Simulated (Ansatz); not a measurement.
Working through a ladder of methods at one geometry of C₃H₂Cl₂, SMILES C#CC(Cl)Cl

Program: the Ansatz DFT code, driven from Python.

Typed at the interpreter:
```pycon
>>> from pathlib import Path
>>> import warnings
>>> import ansatz as az
>>> import numpy as np
>>> GEOMETRY = '''
... C     1.76780    0.03920    0.05430
... C     0.56600    0.02660    0.07580
... C    -0.89820    0.01250    0.10730
... Cl   -1.47310   -1.60290   -0.34470
... Cl   -1.51500    1.23000   -1.02460
... H     2.83350    0.04860    0.02750
... H    -1.28100    0.24610    1.10440
... '''
>>> warnings.simplefilter('ignore', az.DeckWarning)
>>> geometry = az.Crystal.molecule()
>>> for line in GEOMETRY.strip().splitlines():
...     symbol, *xyz = line.split()
...     geometry = geometry.atom(symbol, [float(v) for v in xyz])
...
>>> calc = geometry.calculation().basis(gaussian='cc-pVDZ')
>>> print('functional    E (Ha)        dipole (D)   HOMO (eV)  LUMO (eV)')
functional    E (Ha)        dipole (D)   HOMO (eV)  LUMO (eV)
>>> for name in ['blyp', 'r2scan0', 'cam_b3lyp', 'r2scan', 'revpbe']:
...     r = calc.functional(name).forces().orbitals().run(threads=1, runs_dir='runs').report
...     lines = Path(r['orbitals_path']).read_text().splitlines()
...     field_of = lambda key: [line.split('=')[1].strip() for line in lines if line.startswith(key)]
...     orbitals = [(27.211386 * float(e), s, float(n)) for e, s, n in zip(field_of('Ene='), field_of('Spin='), field_of('Occup='))]
...     homo = max(e for e, _, n in orbitals if n > 0.5)
...     lumo = min(e for e, _, n in orbitals if n < 0.5)
...     dipole = 4.803205 * np.linalg.norm(r['charge_distribution']['dipole_moment_e_ang'])
...     print(f'{name:10s} {r["free_energy_ev"] / 27.211386246:14.6f} {dipole:9.3f} {homo:11.3f} {lumo:10.3f}')
...
blyp         -1035.789769     1.577      -6.713     -1.238
r2scan0      -1035.697423     1.792      -8.525     -0.363
cam_b3lyp    -1035.803370     1.704      -9.600      0.876
r2scan       -1035.718088     1.746      -7.310     -1.332
revpbe       -1035.650674     1.617      -6.904     -1.370
```

Caveats:
- Total energies depend on the basis set; only differences at equal settings carry meaning.
- The geometry is a force-field or estimated start, not a minimum of this method, and the basis set is short of its limit. A lower total doesn't mark the better method: functionals have no common bound, and MP2 and coupled cluster aren't variational.
- Levels such as HOMO and LUMO are orbital energies: with these approximate functionals they aren't the ionisation energy and electron affinity, and their gap isn't the fundamental gap.
- For Al to Cl the sets with a tight d function, cc-pV(X+d)Z, are usual.
- Run time: 14 s on 1 thread of Intel(R) Xeon(R) 6975P-C (Granite Rapids) (shared host), peak memory 0.28 GiB.

(Lines on the test bed's own set-up are left out of the output.)
